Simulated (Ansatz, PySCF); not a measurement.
Molecule: carbon monosulfide, CS (charge 0, singlet). SMILES: [C-]#[S+]
Coordinates optimised at B3LYP-D3(BJ)/def2-TZVP (Ansatz, a program for electronic structure):
```
C
S 1 1.5320
```


Wanted: enthalpy of formation at 298 K (from the atomisation energy, B3LYP-D3(BJ)/def2-TZVP harmonic zero-point and thermal terms from PySCF, and the atoms' enthalpies of formation in the G2/97 table; no spin-orbit terms, and no core term in the frozen-core levels), in eV. Valence correlation only, unless marked. Open shells are spin-unrestricted. Spin-orbit coupling is left out. No relativistic terms. The coupled-cluster limit lacks core correlation, which all-electron functionals hold. Basis-set limits of correlation are two-point, X^-3; Hartree-Fock from the larger set (for Q and 5 zeta extrapolated as (X+1)exp(-9√X)). [CCSD(T)-MP2]/basis is that difference in the basis named.

```json
[
 {"level": "HF/aug-cc-pV(D+d)Z", "program": "Ansatz", "enthalpy of formation at 298 K (eV)": "6.19", "minus last row": "3.27"},
 {"level": "HF/aug-cc-pV(T+d)Z", "program": "Ansatz", "enthalpy of formation at 298 K (eV)": "6.13", "minus last row": "3.21"},
 {"level": "TPSS-D3(BJ)/def2-TZVPD", "program": "PySCF + dftd3", "enthalpy of formation at 298 K (eV)": "2.94", "minus last row": "0.02"},
 {"level": "TPSSh-D3(BJ)/def2-TZVPD", "program": "PySCF + dftd3", "enthalpy of formation at 298 K (eV)": "3.11", "minus last row": "0.19"},
 {"level": "MP2/aug-cc-pV(D+d)Z", "program": "Ansatz", "enthalpy of formation at 298 K (eV)": "3.21", "minus last row": "0.29"},
 {"level": "RI-MP2/aug-cc-pV(T+d)Z", "program": "Ansatz", "enthalpy of formation at 298 K (eV)": "2.84", "minus last row": "-0.08"},
 {"level": "SCS-MP2/aug-cc-pV(D+d)Z", "program": "Ansatz", "enthalpy of formation at 298 K (eV)": "3.41", "minus last row": "0.49"},
 {"level": "CCSD(T)/def2-QZVPPD", "program": "Ansatz", "enthalpy of formation at 298 K (eV)": "3.05", "minus last row": "0.13"},
 {"level": "RI-MP2/CBS(cc-pV(T+d)Z,cc-pV(Q+d)Z)+[CCSD(T)-MP2]/cc-pV(T+d)Z", "program": "Ansatz", "enthalpy of formation at 298 K (eV)": "2.93", "minus last row": "0.01"},
 {"level": "CCSD(T)/CBS(cc-pV(Q+d)Z,cc-pV(5+d)Z)", "program": "Ansatz", "enthalpy of formation at 298 K (eV)": "2.92", "minus last row": "0.00"}
]
```
